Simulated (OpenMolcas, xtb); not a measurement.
How methods differ on SiCl2 (SMILES Cl[Si]Cl)

The species is SiCl2 (3 atoms), meant as a singlet with charge 0. As SMILES, `Cl[Si]Cl`. The coordinates come from a PBE0-D4/def2-TZVP relaxation.

```xyz
3

Cl    0.2938    1.6038    0.3380
Si   -0.7701   -0.0104   -0.4220
Cl    0.4763   -1.5934    0.0840
```

Quantity: the dipole moment, in D. The values are calculated.

```
         level            kind     program  value (D)   CPU time
      GFN1-xTB  semi-empirical         xtb       2.44  under 2 s
    HF/cc-pVTZ    Hartree–Fock  OpenMolcas       1.08       16 s
 SVWN5/cc-pVTZ             LDA  OpenMolcas       0.82       22 s
revPBE/cc-pVTZ             GGA  OpenMolcas       0.74       28 s
 M06-L/cc-pVTZ        meta-GGA  OpenMolcas       0.85       34 s
  TPSS/cc-pVTZ        meta-GGA  OpenMolcas       0.76       33 s
 B3LYP/cc-pVTZ   global hybrid  OpenMolcas       0.98       24 s
```

The values span 0.74 to 2.44 D. Magnitudes only: a small dipole may point the other way at some levels. Times are those of the runs behind each value, whatever else they computed, on shared processors of several kinds: orders of magnitude only.
